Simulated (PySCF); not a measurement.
C2H3O, SMILES [C](=O)C, multiplicity 2. Coordinates come from a PBE-D3(BJ)/def2-TZVP optimisation. The isomer is the one that the SMILES or the coordinates give; other isomers of the formula were not compared.

Computed with PBE-D3(BJ)/def2-TZVP (PySCF).

Harmonic wavenumbers (cm⁻¹): 120, 454, 847, 913, 1015, 1298, 1395, 1402, 1860, 2949, 3049, 3057. Rotational constants (GHz): 84.09, 9.914, 9.386; symmetry number 1.

Task: Work out the zero-point energy and the ideal-gas rigid-rotor harmonic-oscillator thermochemistry at 298.15 K and 1 atm.

Result: ZPE = ½ Σ hcν = ½ × 18360 cm⁻¹ = 109.82 kJ/mol. H − E(el) = 122.72 kJ/mol. Entropy in J/(mol K): translation 155.67, rotation 88.89, vibration 18.14, spin 5.76, total 268.47. G − E(el) = 42.67 kJ/mol. Cp = 54.54 J/(mol K). Modes under 150 cm⁻¹ make the vibrational entropy uncertain.
